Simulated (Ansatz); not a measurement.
The reference is Rh in the fcc (Cu type) structure (space group Fm-3m, No. 225).

```
CELL_PARAMETERS angstrom
      0.00000     1.89010     1.89010
      1.89010     0.00000     1.89010
      1.89010     1.89010     0.00000
ATOMIC_POSITIONS crystal
  Rh 0.00000 0.00000 0.00000
```

The values are results of Ansatz (an electronic-structure program) PBEsol, scalar-relativistic without spin-orbit coupling, earlier PAW set, not measurements.

The change: every Rh is replaced by Pd; the structure is relaxed again.

Measured lattice parameter a: Rh 3.794 Å (static lattice; corrected from measurement; as listed in Daniel Mejia-Rodriguez, S. B. Trickey, Phys. Rev. B (2018)); Pd 3.876 Å (static lattice; corrected from measurement; as listed in Daniel Mejia-Rodriguez, S. B. Trickey, Phys. Rev. B (2018)).

### Question
How well does PBEsol reproduce the measured shift?

### Answer
With PBEsol the lattice parameter a moves by +0.095 Å (3.780 → 3.876) against +0.082 Å measured.

Stability against distortions was not tested. The final runs are not spin-polarised. Pd lies near a magnetic instability that expansion can trigger; it was not tested.
